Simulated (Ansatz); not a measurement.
Elements on the sites of an ideal hcp lattice, at a guessed lattice constant:

```yaml
crystal:
  lattice:
    - [4.26269, -2.46106, -4.54687]
    - [4.26269, -2.46106, 4.54687]
    - [-1.42090, -7.38319, 0.00000]
  atoms:
    - { symbol: V, position: [0.94167, 0.19167, 0.40000] }
    - { symbol: V, position: [0.24167, 0.49167, 0.20000] }
    - { symbol: V, position: [0.84167, 0.09167, 0.80000] }
    - { symbol: V, position: [0.74167, 0.99167, 0.20000] }
    - { symbol: V, position: [0.34167, 0.59167, 0.80000] }
    - { symbol: V, position: [0.05833, 0.80833, 0.60000] }
    - { symbol: V, position: [0.35833, 0.10833, 0.40000] }
    - { symbol: V, position: [0.75833, 0.50833, 0.80000] }
    - { symbol: V, position: [0.65833, 0.40833, 0.20000] }
    - { symbol: V, position: [0.25833, 0.00833, 0.80000] }
    - { symbol: Ta, position: [0.14167, 0.39167, 0.60000] }
    - { symbol: Ta, position: [0.64167, 0.89167, 0.60000] }
    - { symbol: Ta, position: [0.44167, 0.69167, 0.40000] }
    - { symbol: Ta, position: [0.04167, 0.29167, 0.00000] }
    - { symbol: Ta, position: [0.54167, 0.79167, 0.00000] }
    - { symbol: Ta, position: [0.85833, 0.60833, 0.40000] }
    - { symbol: Ta, position: [0.55833, 0.30833, 0.60000] }
    - { symbol: Ta, position: [0.15833, 0.90833, 0.20000] }
    - { symbol: Ta, position: [0.95833, 0.70833, 0.00000] }
    - { symbol: Ta, position: [0.45833, 0.20833, 0.00000] }
```

Cell and atoms were relaxed without symmetry on coarser meshes and computed once more. Computed with Ansatz, DFT PBE, scalar-relativistic, plane waves, PAW.

Settings: cutoff 420 eV, Γ-centred mesh 6×6×4 on the computed 20-atom cell, Gaussian smearing of 0.10 eV; no spin polarisation.

The relaxation ran on 2×2×2 (shifted) and then 3×3×3 k points with a smearing of 0.1 eV, from sites shaken by 0.02 Å.

Problem. What does the relaxation give?

Solution. A volume of 15.99 Å³/atom and no gap on the mesh. It lies 0.05 eV/atom above the elements' standard states (static lattices, no corrections for gases). The atoms leave their sites by 0.38 Å (root mean square) and 0.44 Å at most, and the cell stretches by up to 11.9 % at fixed volume, so the lattice hasn't survived.

```xyz
20
Lattice="3.8753 -2.2248 -4.4950 3.8949 -2.1894 4.4964 -2.0680 -7.9782 -0.0291" Properties=species:S:1:pos:R:3 pbc="T T T"
V     3.2692   -5.4542   -3.3499
V     2.0672   -3.0541    1.0800
V     1.6376   -8.2578   -3.4667
V     6.0189   -5.3180    1.1812
V     1.6753   -8.2127    1.1601
V     2.4375   -6.9586    3.3673
V     1.3744   -4.3711   -1.1480
V     3.6636   -9.3440   -1.1504
V     3.9703   -4.1772   -1.1757
V    -0.3544   -7.1179   -1.1604
Ta    0.4501   -5.7635    1.0396
Ta    4.4104   -8.0314    1.1468
Ta    3.2665   -5.4779    1.1027
Ta    2.7948  -10.7333   -3.3545
Ta    2.7866  -10.7236    1.0555
Ta    5.1982   -6.5978   -1.1415
Ta    2.3930   -6.9051   -1.1788
Ta    4.0935   -4.1797    3.4168
Ta    4.7037  -11.8122   -1.1613
Ta    0.9066   -9.6301   -1.1414
```

Spin-orbit coupling is left out, which matters for the bands of heavy elements.

Cost: 2 runs of about 24 core-minutes in all (earlier runs that led there not counted), on Arm Neoverse V1 (shared hosts).